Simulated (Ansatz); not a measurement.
# SiH5 (doublet): from Hartree-Fock to the top rungs at distance H1–H2 along a hydrogen transfer = 1.078 Å, cc-pVTZ

Aim: climb from Hartree-Fock through coupled cluster and multireference methods for SiH5 (doublet) at one geometry and basis, and see what each rung misses.

The runs use Ansatz 0.2.0, Gaussian basis; cc-pVTZ, correlated electrons: outside noble gas.

To be run: UHF; CCSD(T) on ROHF; CCSD(T) on UHF; BCCD(T) on ROHF; CISD; CCSDT(Q) on ROHF; CCSDT(Q) on UHF; CASSCF and NEVPT2, 3 electrons in 3 orbitals; CASSCF and NEVPT2, 9 electrons in 9 orbitals.

### 1 The geometry

The geometry derives from fragments relaxed apart (PBE0/def2-TZVP) and kept rigid, so it is no stationary point. A hydrogen atom is moved between rigid fragments.

6 atoms, charge 0, spin multiplicity 2.

Atoms are counted from 1 here; the program's logs count them from 0.

Bond lengths: H2–Si3 1.440 Å, Si3–H4 1.486 Å, Si3–H5 1.486 Å, Si3–H6 1.486 Å. Angles: H2–Si3–H4 107.6°, H2–Si3–H5 107.6°, H2–Si3–H6 107.6°, H4–Si3–H5 111.3°, H4–Si3–H6 111.3°, H5–Si3–H6 111.3°.

In the tables R marks a restricted open-shell determinant and U an unrestricted one; 'pair' is the active space of 3 electrons in 3 orbitals; 'valence' is the active space of 9 electrons in 9 orbitals; correlation energies count from the lowest restricted Hartree-Fock solution.

### 2 UHF

in.yaml reads:

```yaml
crystal:
  periodic: [false, false, false]
  atoms:
    - {symbol: H, position_ang: [-2.438641, 0.000000, -0.000002]}
    - {symbol: H, position_ang: [-1.360641, 0.000000, -0.000001]}
    - {symbol: Si, position_ang: [0.079359, 0.000000, 0.000000]}
    - {symbol: H, position_ang: [0.529333, -1.416253, 0.000001]}
    - {symbol: H, position_ang: [0.529334, 0.708126, -1.226511]}
    - {symbol: H, position_ang: [0.529332, 0.708127, 1.226511]}
basis:
  gaussian: {orbitals: cc-pVTZ}
magnetization: {spin_polarized: true, initial_magnetization: 1}
hamiltonian: {xc: hf}
output: {orbitals: {seedname: orbitals}}
```

Launch:

```console
ansatz run in.yaml --threads 1 --pin off --events-out ev --progress --plain --max-ram 5120MiB --backend cpu
```

Further steps of the session: CCSD(T) on ROHF; CCSD(T) on UHF; BCCD(T) on ROHF; CISD; CCSDT(Q) on ROHF; CCSDT(Q) on UHF; CASSCF and NEVPT2, 3 electrons in 3 orbitals; CASSCF and NEVPT2, 9 electrons in 9 orbitals.

**Question.** What will the summary of the whole plan be? Wanted: correlation energy, UCCSDT(Q); RMP2 from UCCSDT(Q); UMP2 from UCCSDT(Q); RCCSD from UCCSDT(Q); RCCSD(T) from UCCSDT(Q); UCCSD(T) from UCCSDT(Q); RCCSDT(Q) from UCCSDT(Q); NEVPT2 pair from UCCSDT(Q); NEVPT2 valence from UCCSDT(Q).

The runs gave:

| quantity | value |
| --- | --- |
| correlation energy, UCCSDT(Q) | -5.3246 eV |
| RMP2 from UCCSDT(Q) | +24.06 kcal/mol |
| UMP2 from UCCSDT(Q) | +23.96 kcal/mol |
| RCCSD from UCCSDT(Q) | +3.53 kcal/mol |
| RCCSD(T) from UCCSDT(Q) | +0.64 kcal/mol |
| UCCSD(T) from UCCSDT(Q) | +0.64 kcal/mol |
| RCCSDT(Q) from UCCSDT(Q) | +0.01 kcal/mol |
| NEVPT2 pair from UCCSDT(Q) | +24.98 kcal/mol |
| NEVPT2 valence from UCCSDT(Q) | +26.15 kcal/mol |
| levels of the table within 1 kcal/mol (43 meV) | RCCSD(T), UCCSD(T), BCCD(T), RCCSDT, UCCSDT, RCCSDT(Q) |
| T1 diagnostic | 0.023 |
| effectively unpaired electrons | 1.01 |

What this shows: RCCSD(T) lands +0.64 kcal/mol from the yardstick (0.5 % of the correlation energy). One determinant dominates. Of the multireference levels listed NEVPT2 pair comes nearest in total energy (+24.98 kcal/mol), which doesn't show that its space is the better one. These misses are within one basis, not against nature; the frozen cores of restricted and unrestricted runs differ, which can shift their rows.
